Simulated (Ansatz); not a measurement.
**BH₂⁻, singlet along the angle H2-B1-H3**

Starting geometry (PBE0/def2-TZVPD stationary point for this spin, not checked as a minimum):

| atom | x (Å) | y (Å) | z (Å) |
| --- | --- | --- | --- |
| B | 0.0000 | -0.1234 | 0.0000 |
| H | 0.0000 | 0.6616 | -0.9691 |
| H | 0.0000 | 0.6616 | 0.9691 |

From there the angle named below is changed in its plane at fixed bond lengths, both arms turning rigidly about the middle atom; atoms are numbered as listed. Energies are in kJ/mol, counted from the starting geometry at the same level.

Basis 6-31++G** (Cartesian d functions); Ansatz 0.2.0. Only valence electrons are correlated (noble-gas cores frozen). Prefix R: restricted or restricted open-shell reference.

The determinant at some points fills πx and πy unequally, so it is a mixture of Σ and Δ, which weighs on every level built on one determinant.

Full CI is exact within this basis and frozen core; it isn't the basis-set limit.

```tsv
angle H2-B1-H3 (°)	RCCSD(T)
67.4	77.0
91.4	9.0
102.0	0.0
108.6	0.1
118.9	8.1
144.0	54.2
154.6	77.3
180.0	108.4
```

Question: Estimate the full CI curve in 6-31++G** from this one, knowing how RCCSD(T) errs.

Answer: The computed full CI values, in kJ/mol from the starting point, and the error of RCCSD(T) against them:
```csv
angle H2-B1-H3 (°),full CI,RCCSD(T) less full CI
67.4,76.9,0.1
91.4,9.1,-0.1
102.0,0.0,0.0
108.6,0.1,0.1
118.9,7.8,0.2
144.0,52.9,1.2
154.6,74.8,2.5
180.0,98.5,9.9
```

Full CI's occupations show more than one leading determinant at 180.0.

The error spans 10.0 kJ/mol and is largest, 9.9 kJ/mol, at 180.0 °.
